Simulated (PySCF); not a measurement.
**How well do the runs reproduce experiment for silane?**

**Measured values to compare with.**

From Zheng, Zhang, Jin, Southworth, Cheng, Phys. Chem. Chem. Phys. 2022, 24, 13587, for the gas: Si 1s binding energy of Si1 1847 eV.

The runs below try to reproduce these values; the comparison stands at the end.

Compound: silane, SiH4.
SMILES with atom numbers: `[SiH4:1]` (hydrogens: H2, H3, H4, H5 on Si1)

Geometry (GFN2-xTB, Å), atoms numbered from 1 in this order:
```
atom  x, y, z in Å
Si1    0.0017    0.0005   -0.0033
H2    -0.3321    1.2366   -0.7065
H3    -0.6879   -1.1206   -0.6366
H4     1.4444   -0.2201   -0.0627
H5    -0.4175    0.1065    1.3919
```

The PySCF runs (gas phase, on this GFN2-xTB geometry; non-relativistic but for the core-level run):

```tsv
level	job	basis functions	wall time
delta-SCF UKS SCAN, pcX-2 on the ionised atom, pcseg-1 elsewhere, spin-free X2C	ΔSCF core ionisation, 2 holes	80	1.7 s
```

Hardware: one thread of an x86-64 server, on a shared host.

Results beside the measurements:

**Core binding energies.** Delta-SCF UKS SCAN, pcX-2 on the ionised atom, pcseg-1 elsewhere, spin-free X2C in PySCF.

```
level and atom  computed (eV)  measured (eV)  computed − measured (eV)
    Si 1s, Si1        1846.70           1847                     -0.30
```

Sources, in the order of the opening: Zheng, Zhang, Jin, Southworth, Cheng, Phys. Chem. Chem. Phys. 2022, 24, 13587. The computed values are vertical, without vibrational structure; measured positions hang on the energy calibration. 

The geometry is computed, not the measured one. Where a level misses, the cause wasn't examined.
